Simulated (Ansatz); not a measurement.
**C2H3S− (SMILES C=C[S-]): functionals against CCSD(T) at one geometry**

The task here is to estimate one member of a computed series from the others.

The runs use Ansatz 0.2.0, Gaussian basis; single points in def2-TZVPPD.

Cores are frozen in the correlated methods. B3LYP uses VWN-RPA correlation.

## The starting structure

SMILES `C=C[S-]`, 6 atoms, charge -1, spin multiplicity 1.

Atoms are counted from 1 here; the program's logs count them from 0.

Bond lengths: C1–C2 1.344 Å, C1–H4 1.076 Å, C1–H5 1.081 Å, C2–S3 1.697 Å, C2–H6 1.088 Å. Angles: C2–C1–H4 121.7°, C2–C1–H5 122.5°, H4–C1–H5 115.8°, C1–C2–S3 127.2°, C1–C2–H6 116.8°, S3–C2–H6 115.9°.

Coordinates:

```
C    -0.44810    0.23430   -0.54630
C     0.37960   -0.06440    0.47000
S     0.94880   -1.60020    0.91310
H    -0.86080   -0.52940   -1.18290
H    -0.76550    1.24560   -0.75920
H     0.76290    0.77080    1.05330
```

The first run:

The input, run/in.yaml:

```yaml
crystal:
  periodic: [false, false, false]
  atoms:
    - {symbol: C, position_ang: [-0.448100, 0.234300, -0.546300]}
    - {symbol: C, position_ang: [0.379600, -0.064400, 0.470000]}
    - {symbol: S, position_ang: [0.948800, -1.600200, 0.913100]}
    - {symbol: H, position_ang: [-0.860800, -0.529400, -1.182900]}
    - {symbol: H, position_ang: [-0.765500, 1.245600, -0.759200]}
    - {symbol: H, position_ang: [0.762900, 0.770800, 1.053300]}
basis:
  gaussian: {orbitals: "def2-TZVPPD.json"}
total_charge: -1
correlation: {method: ccsd_t}
output: {forces: true}
```

The basis file named in the input lies beside it (Basis Set Exchange, JSON).

No record of the launch command was kept for these runs.

Steps of the session up to this table: CCSD(T)/def2-TZVPPD; PBE0-D4/def2-TZVPPD; wB97M-V/def2-TZVPPD; r2SCAN-D4/def2-TZVPPD; PBE-D4/def2-TZVPPD; B3LYP-D4/def2-TZVPPD; BLYP-D4/def2-TZVPPD.

One table of the session follows, with a row left open; its other results are not shown here.

| method | RMS force component (eV/Å) | angle to CCSD(T) forces (°) |
| --- | --- | --- |
| CCSD(T) | 0.419 | reference |
| PBE0-D4 | 0.265 | 27.0 |
| wB97M-V | 0.325 | 31.1 |
| r2SCAN-D4 | 0.296 | 16.7 |
| PBE-D4 | 0.384 | 24.0 |
| B3LYP-D4 | ? | ? |
| BLYP-D4 | 0.437 | 12.0 |

Q: Estimate the row for B3LYP-D4 from the others.

As computed: RMS force component (eV/Å): 0.325; angle to CCSD(T) forces (°): 18.1.
